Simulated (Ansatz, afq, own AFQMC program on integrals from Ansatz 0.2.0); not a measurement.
## Where AFQMC and coupled cluster stand for AlSi2H6O2, doublet

```xyz
11

Al    0.3144   -0.5885   -0.9200
O     1.2657   -0.7486    0.4780
Si    2.4435   -1.0062    1.6038
O    -1.3221   -0.1490   -0.8040
Si   -2.9090    0.2333   -1.0421
H     1.9299   -1.8940    2.6900
H     2.8732    0.2930    2.2042
H     3.6369   -1.6590    0.9818
H    -3.3260   -0.0859   -2.4425
H    -3.7709   -0.5441   -0.1016
H    -3.1274    1.6922   -0.8031
```

Basis def2-SVP. Only valence electrons are correlated. AFQMC by an in-house program on the Cholesky factors that Ansatz 0.2.0 writes for its CCSD(T) run. ph-AFQMC/CISD is guided by a CISD state made of CCSD amplitudes; releasing the constraint for a short imaginary time cuts its bias at the price of noise, slowly where states lie close. ± is one standard error of the sampling.

Determinant: UHF, the one that the program's search chose, which needn't be the lowest solution. The geometry is a PBE0/def2-SVP stationary point of this or a neighbouring charge and spin state.

No full CI on the walks' own integrals is used here. The released AFQMC energy serves as the reference, which it does only where one determinant dominates, the energy is flat over the last release times and near the phaseless one (40 meV or 2 meV an electron, half that with transition metals). On small molecules, where full CI could be run and the noise was under 10 meV, such values lay within 10 meV of it in 19 cases of 20, a flattering rate, since the rule was set on those same cases; what remains of the bias isn't in the error bar.

Cautions: the released value is read at 0.90 1/Eh with a noise of 21 meV, more than in the cases checked (meV from the phaseless value at times in 1/Eh: -19 ± 12 at 0.21, -20 ± 19 at 0.42, -11 ± 15 at 0.63, -16 ± 21 at 0.90).

```
T1 diagnostic                               : 0.0148
weight of the determinant in the CISD state : 0.794
⟨S²⟩ of the determinant                     : 0.752
size of the correlated space                : 29 electrons in 95 orbitals
```

```csv
level,correlation energy (eV)
MP2,-16.4557
CCSD,-17.8022
CCSD(T),-18.1923
```

Problem. Estimate where phaseless AFQMC with a CISD trial lies against CCSD(T) on the same integrals.

Solution. 6.5 ± 1.1 kJ/mol below CCSD(T).

Reference: AFQMC with the constraint released, correlation energy -18.276 ± 0.021 eV.

```tsv
level	E − E(reference) (kJ/mol)	share of correlation (%)
CCSD(T)	8.0 ± 2.0	99.54
ph-AFQMC/CISD	1.6 ± 2.3	99.91
```

Released energies are given only where the last usable release times agree within the noise; a slower fall can still hide under it.
